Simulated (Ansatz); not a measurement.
AsH2⁺, triplet: the ladder up to UCCSDT(Q)

Geometry: that of the AsH2, doublet, kept fixed.

```xyz
3

As    0.0000   -0.0281    0.0000
H     0.0000    1.0445   -1.0859
H     0.0000    1.0445    1.0859
```

Basis cc-pVTZ; Ansatz 0.2.0. Correlated methods freeze the noble-gas cores and the filled d shells of p-block atoms, which leaves 6 electrons in 57 orbitals. Prefix R: restricted or restricted open-shell reference; prefix U: unrestricted. Active spaces: valence = (6e, 6o) chosen from the atoms' valence shells. No spin–orbit coupling is included, and no scalar relativity.

Full CI isn't at hand for all of this; UCCSDT(Q) serves as the reference, and is uncertain by about the last step of the cluster series. The frozen core follows each run's orbitals, which can shift R against U totals by a few meV for light atoms and by up to 0.1 eV past Ca.

```
UHF ⟨S²⟩                          : 2.006
T1 diagnostic (RCCSD)             : 0.0216
largest doubles amplitude (RCCSD) : 0.053
T1 diagnostic (UCCSD)             : 0.0166
```

Q: From what is known of these methods and the diagnostics, rank them by the size of their error in total energy against UCCSDT(Q) in cc-pVTZ, smallest first (an estimate: the text doesn't fix the numbers).
A. UCCSD
B. UMP2
C. UHF
D. UCCSD(T)
E. UCCSDT

A: E (0.2 kJ/mol), D (2.2 kJ/mol), A (11.2 kJ/mol), B (69.0 kJ/mol), C (318.9 kJ/mol).

All errors are against UCCSDT(Q) in cc-pVTZ. Within each family the higher level lies nearer, as is usual though not guaranteed.

Natural occupations of CASSCF (valence space) about the gap: 1.979 1.955 1.006 1.000 0.033 0.027; effectively unpaired electrons, Σ n²(2−n)², 2.02.
